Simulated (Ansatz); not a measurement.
# CH7Si: the cost of one run

Method: UKS B3LYP-D4/def2-SVPD, in Ansatz 0.2.0.

### 1 Starting point

Bond lengths: Si2–C3 1.895 Å, Si2–H5 1.459 Å, Si2–H6 1.458 Å, C3–H7 1.087 Å, C3–H8 1.087 Å, C3–H9 1.088 Å. Angles: Si2–C3–H7 111.5°, Si2–C3–H8 111.3°, Si2–C3–H9 111.2°, H7–C3–H8 107.5°, H7–C3–H9 107.6°, H8–C3–H9 107.6°, C3–Si2–H5 112.7°, C3–Si2–H6 112.6°, H5–Si2–H6 112.1°.

Coordinates:

```xyz
9

H    -0.7951   -0.4702    1.5899
Si   -0.7275   -0.3241   -0.2795
C     0.9670    0.4841   -0.5347
H    -0.7702   -0.5199    2.5659
H    -1.8296    0.5303   -0.7078
H    -0.8073   -1.6565   -0.8669
H     1.0550    1.4115    0.0262
H     1.7700   -0.1726   -0.2094
H     1.1376    0.7174   -1.5838
```

### 2 A restrained relaxation towards end A

Springs on the bonds that form and break draw the guess towards this end; the thresholds are loose.

Contents of input.yaml:

```yaml
crystal:
  periodic: [false, false, false]
  atoms:
    - { symbol: H, position_ang: [-0.7951, -0.4702, 1.5899] }
    - { symbol: Si, position_ang: [-0.7275, -0.3241, -0.2795] }
    - { symbol: C, position_ang: [0.967, 0.4841, -0.5347] }
    - { symbol: H, position_ang: [-0.7702, -0.5199, 2.5659] }
    - { symbol: H, position_ang: [-1.8296, 0.5303, -0.7078] }
    - { symbol: H, position_ang: [-0.8073, -1.6565, -0.8669] }
    - { symbol: H, position_ang: [1.055, 1.4115, 0.0262] }
    - { symbol: H, position_ang: [1.77, -0.1726, -0.2094] }
    - { symbol: H, position_ang: [1.1376, 0.7174, -1.5838] }
magnetization:
  spin_polarized: true
  initial_magnetization: 1
basis:
  gaussian: { orbitals: def2-SVPD }
hamiltonian:
  xc: b3lyp
  dispersion: d4
relax:
  f_tol: 0.15
  max_steps: 25
  restrain:
    - { distance: [0, 3], at: 1.92, k: 30.0 }
    - { distance: [1, 0], at: 1.42, k: 30.0 }
output:
  orbitals: {}
```

On the command line:

```bash
> ansatz run input.yaml --threads 4 --pin off --max-ram 5120MiB --backend cpu --events-out ev --progress --plain --runs-dir out
```

What time and memory should one allow on 4 threads of Arm Neoverse N1, shared host?

About 12 s, with a peak of 0.2 GiB.
